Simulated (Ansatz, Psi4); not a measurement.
## Worked example: vertical energy of the triplet above the singlet of C2H4 (ethylene)

C2H4: 6 atoms, total charge 0, spin state singlet. SMILES: `C=C`. The shape is that of a PBE0-D4/def2-TZVP optimisation.

Both states at this one shape; open shells run unrestricted unless said. 1 Eh = 27.2114 eV.

```
                                 level  program  singlet C2H4 (Eh)  triplet C2H4 (Eh)
                        r2SCAN0/STO-3G   Ansatz         -77.568472         -77.395891
                       B3LYP/def2-TZVP     Psi4         -78.623747         -78.457171
                       BHLYP/def2-TZVP     Psi4         -78.564604         -78.407131
CCSD/def2-TZVP, 2 core orbitals frozen   Ansatz         -78.414998         -78.248911
```

Work out the vertical gap, second state less first, at each level.


1. r2SCAN0/STO-3G: -77.395891 − (-77.568472) = 0.172581 Eh = 4.70 eV.
2. B3LYP/def2-TZVP: -78.457171 − (-78.623747) = 0.166576 Eh = 4.53 eV.
3. BHLYP/def2-TZVP: -78.407131 − (-78.564604) = 0.157473 Eh = 4.29 eV.
4. CCSD/def2-TZVP: -78.248911 − (-78.414998) = 0.166087 Eh = 4.52 eV.

No measured value is set beside it here; the levels span 4.29 to 4.70 eV. Minimal sets are far from the basis-set limit.
